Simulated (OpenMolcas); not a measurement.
# A workflow on PH2 (SMILES [PH2])

Aim: a single-point energy (ROHF/3-21G), then a single-point energy (FCI/3-21G), then the excited states of PH2. 

The results are computed with OpenMolcas 26.06.

1 further run of the same task is left out (set aside as unsound or not needed).

**1. Starting point**

PH2 has 3 atoms, charge 0, and is taken as a doublet. As SMILES, `[PH2]`. Geometry: relaxed at PBE0-D4/def2-TZVP.

Bond lengths: P1–H2 1.424 Å, P1–H3 1.424 Å. Angles: H2–P1–H3 91.5°.

**2. The energy at ROHF/3-21G (run 1)**

Contents of step1.input:

```
&GATEWAY
 BasLib = $CurrDir
 Coord
 3
 angstrom
 P        0.525730      -0.309370       0.258210
 H        0.114640       1.051490       0.176750
 H       -0.640370      -0.742120      -0.434970
 Basis = 3-21G
 Group = NoSym

&SEWARD

&SCF
 UHF
 Spin = 2
 PrOrbitals = 1 1

&RASSCF
 FileOrb = $Project.UnaOrb
 Spin = 2
 Nactel = 1 0 0
 Inactive = 8
 Ras2 = 1
 OutOrbitals = Canonical
 OrbListing = Nothing
```

The basis set 3-21G is read from a file made from the Basis Set Exchange's data (not shown).

Run with:

```bash
$ export MOLCAS_MEM=1860
$ pymolcas step1.input > step1.log
```

The program printed:

```text
--- Start Module: gateway ---
[...]
--- Stop Module: gateway /rc=_RC_ALL_IS_WELL_ ---
[...]
      Basis functions           17
[...]
--- Start Module: scf ---
[...]
       Convergence after  10 Iterations
[...]
::    Total SCF energy                               -340.1193116092
[...]
      Total spin, S                                     0.5038039535
[...]
--- Stop Module: scf /rc=_RC_ALL_IS_WELL_ ---
--- Start Module: rasscf ---
[...]
      Number of active orbitals                  1
[...]
      Spin quantum number                      0.5
[...]
      Active orbitals                            1
[...]
      Number of CSFs                             1
[...]
      Number of root(s) required                 1
[...]
      Convergence after  7 iterations
[...]
      printout of CI-coefficients larger than  0.05 for root  1
      energy=    -340.117585
      conf/sym  1     Coeff  Weight
             1  u   1.00000 1.00000
      Natural orbitals and occupation numbers for root  1
      sym 1:   1.000000
      ************************************************************************************************************************
      *                                                    Final results                                                     *
[...]
::    RASSCF root number  1 Total energy:   -340.11758462
[...]
      Total electronic charge=   17.000000
      Total            charge=   -0.000000
[...]
      Dipole Moment (debye):
      Origin of the operator (angstrom)=    0.4775   -0.2810    0.2345
                   X= -8.5659E-01               Y=  5.0406E-01               Z= -4.2072E-01           Total=  1.0793E+00
      Quadrupole Moment (debye*angstrom):
[...]
--- Stop Module: rasscf /rc=_RC_ALL_IS_WELL_ ---
[...]
```

Wall time 1.9 s (1 thread of Arm Neoverse V2, shared host); peak memory 0.37 GiB.

**3. A single-point energy at FCI/3-21G (run 2)**

Contents of step2.input:

```
* H2P full CI

&GATEWAY
  BasLib = $CurrDir
  Coord
  3
  angstrom
  P        0.525730      -0.309370       0.258210
  H        0.114640       1.051490       0.176750
  H       -0.640370      -0.742120      -0.434970
  Basis = 3-21G
  Group = NoSym

&SEWARD

&RASSCF
  FileOrb = $CurrDir/step1.RasOrb
  Spin = 2
  Nactel = 7 0 0
  Inactive = 5
  Ras2 = 12
  CIRoot = 3 3 1
  OrbListing = Nothing
  CIOnly
```

The basis set 3-21G is read from a file made from the Basis Set Exchange's data (not shown).

Run with:

```bash
$ export MOLCAS_MEM=1860
$ pymolcas step2.input > step2.log
```

The program printed:

```text
--- Start Module: gateway ---
[...]
      Basis functions           17
[...]
      Number of active orbitals                 12
[...]
      Spin quantum number                      0.5
[...]
      Active orbitals                           12
[...]
      Number of CSFs                         56628
[...]
      Number of root(s) required                 3
[...]
      printout of CI-coefficients larger than  0.05 for root  1
      energy=    -340.186302
      conf/sym  111111111111     Coeff  Weight
             1  222u00000000   0.97429 0.94925
            24  220u20000000   0.06934 0.00481
            27  202u20000000   0.06522 0.00425
            44  u22d0u000000  -0.05162 0.00266
           101  2uduud000000  -0.06727 0.00453
[...]
      Natural orbitals and occupation numbers for root  1
      sym 1:   1.982459   1.960422   1.964315   0.996617   0.040336   0.030872   0.003750   0.004405   0.008614   0.005094
               0.001610   0.001505
      Natural orbitals and occupation numbers for root  2
      sym 1:   1.974493   1.953084   1.004114   1.979025   0.031372   0.029634   0.005630   0.004326   0.003714   0.012040
               0.001817   0.000753
      Natural orbitals and occupation numbers for root  3
      sym 1:   1.977533   1.054437   1.927281   1.886253   0.083583   0.040538   0.004388   0.002857   0.008885   0.010721
               0.001300   0.002225
[...]
::    RASSCF root number  1 Total energy:   -340.18630165
::    RASSCF root number  2 Total energy:   -340.08354281
::    RASSCF root number  3 Total energy:   -339.97841405
[...]
      Dipole Moment (debye):
      Origin of the operator (angstrom)=    0.4775   -0.2810    0.2345
                   X= -2.0324E+00               Y=  1.1960E+00               Z= -9.9823E-01           Total=  2.5608E+00
      Quadrupole Moment (debye*angstrom):
[...]
```

It took 3.6 s on 1 thread of Arm Neoverse V2, shared host; peak memory 0.37 GiB.

The roots found:

| excited state | energy (eV) |
| --- | --- |
| 1 | 2.796 |
| 2 | 5.657 |

**4. The vertical excitations at FCI/3-21G (run 3)**

Contents of step3.input:

```
* H2P full CI
&GATEWAY
BasLib=$CurrDir
Coord
3
angstrom
P        0.525730      -0.309370       0.258210
H        0.114640       1.051490       0.176750
H       -0.640370      -0.742120      -0.434970
Basis=3-21G
Group=NoSym
&SEWARD
&RASSCF
FileOrb=$CurrDir/step1.RasOrb
Spin=2
Nactel=7 0 0
Inactive=5
Ras2=12
CIRoot=4 4 1
OrbListing=Nothing
CIOnly
&RASSI
NrOfJobIphs=1 all
```

The basis set 3-21G is read from a file made from the Basis Set Exchange's data (not shown).

Run with:

```bash
$ export MOLCAS_MEM=1860
$ pymolcas step3.input > step3.log
```

The program printed:

```text
[...]
      Basis functions           17
[...]
      Number of active orbitals                 12
[...]
      Spin quantum number                      0.5
[...]
      Active orbitals                           12
[...]
      Number of CSFs                         56628
[...]
      Number of root(s) required                 4
[...]
      Natural orbitals and occupation numbers for root  1
      sym 1:   1.982459   1.960422   1.964315   0.996617   0.040336   0.030872   0.003750   0.004405   0.008614   0.005094
               0.001610   0.001505
      Natural orbitals and occupation numbers for root  2
      sym 1:   1.974493   1.953084   1.004114   1.979025   0.031372   0.029634   0.005630   0.004326   0.003714   0.012040
               0.001817   0.000753
      Natural orbitals and occupation numbers for root  3
      sym 1:   1.977533   1.054438   1.927279   1.886254   0.083584   0.040537   0.004388   0.002857   0.008885   0.010721
               0.001300   0.002225
      Natural orbitals and occupation numbers for root  4
      sym 1:   1.974492   1.924665   1.935937   0.142555   0.952106   0.040999   0.003876   0.008518   0.008351   0.002609
               0.001437   0.004455
[...]
::    RASSCF root number  1 Total energy:   -340.18630165
::    RASSCF root number  2 Total energy:   -340.08354281
[...]
      Dipole Moment (debye):
      Origin of the operator (angstrom)=    0.4775   -0.2810    0.2345
                   X= -5.4113E-01               Y=  3.1841E-01               Z= -2.6578E-01           Total=  6.8180E-01
      Quadrupole Moment (debye*angstrom):
[...]
::    RASSI State    1     Total energy:    -340.18630164882705
::    RASSI State    2     Total energy:    -340.08354281103948
::    RASSI State    3     Total energy:    -339.97841405154753
::    RASSI State    4     Total energy:    -339.93908685625121
[...]
```

Run time: 13 s. Hardware: 1 thread of Arm Neoverse V2, shared host; peak memory 0.37 GiB.

The roots found:

| excited state | energy (eV) | strength |
| --- | --- | --- |
| 1 | 2.796 | 0.0194 |
| 2 | 5.657 | 0.0000 |
| 3 | 6.727 | 0.0000 |

**5. What came out**

| quantity | value |
| --- | --- |
| run 1, ROHF/3-21G: total energy | -340.11758 Eh |
| run 1, ROHF/3-21G: dipole moment | 1.08 D |
| run 2, FCI/3-21G: total energy | -340.18630 Eh |
| run 2, FCI/3-21G: lowest excitation energy within this active space | 2.80 eV |

In words: Mulliken charges (run 1, ROHF/3-21G) run from -0.08 on H2 to +0.16 on P1. The brightest of the 3 transitions from the ground state lies at 2.80 eV (443 nm, f = 0.019).
